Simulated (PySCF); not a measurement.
Species: C₃H₅FS.
Bonds: C1–C2 (double), C2–F3, C2–S4, S4–C5. Hydrogens: H6, H7 on C1; H8, H9, H10 on C5.

Method: TDDFT PBE0/def2-SVPD, vertical, gas phase, core orbitals frozen in the response (PySCF). Geometry: GFN2-xTB, one conformer, isolated molecule. Torsions of this conformer, `[CH2:1]=[C:2]([F:3])[S:4][CH3:5]`: C1–C2–S4–C5 180°.

Orbital energies (eV): HOMO-3 -10.91, HOMO-2 -9.62, HOMO-1 -8.82, HOMO -6.40, LUMO 0.11, LUMO+1 0.17, LUMO+2 0.86.

Question: Among the lowest singlets, which states do these configurations lead, and at what energies: HOMO→LUMO+1, HOMO→LUMO+2, HOMO→LUMO?

Answer: 

```csv
state,leading configuration,weight,Δε (eV),E (eV),E − Δε (eV),f,other configurations
S1,HOMO→LUMO,0.94,6.51,5.05,-1.46,0.0003,–
S2,HOMO→LUMO+1,0.94,6.57,5.83,-0.74,0.258,–
S3,HOMO→LUMO+2,0.96,7.26,5.97,-1.29,0.0023,–
```

E − Δε runs from -1.46 to -0.74 eV. Among themselves, these states come in the order of their orbital differences. Δε is the difference of the two orbital energies.

H and L stand for HOMO and LUMO. The other states: S4 6.47 eV, f 0.0019, H→L+3 (86%); S5 6.91 eV, f 0.021, H→L+4 (90%); S6 7.03 eV, f 0.0000, H→L+6 (91%).

Question: Which computed triplets share their leading configuration (75% or more) with a singlet, and how far apart are the partners?

Answer: 

| configuration | triplet | E(T) (eV) | singlet | E(S) (eV) | E(S) − E(T) (eV) |
| --- | --- | --- | --- | --- | --- |
| HOMO→LUMO+1 | T1 | 3.97 | S2 | 5.83 | +1.87 |
| HOMO→LUMO | T2 | 4.69 | S1 | 5.05 | +0.37 |

The 2 triplets are Tamm–Dancoff values, the singlets full response.
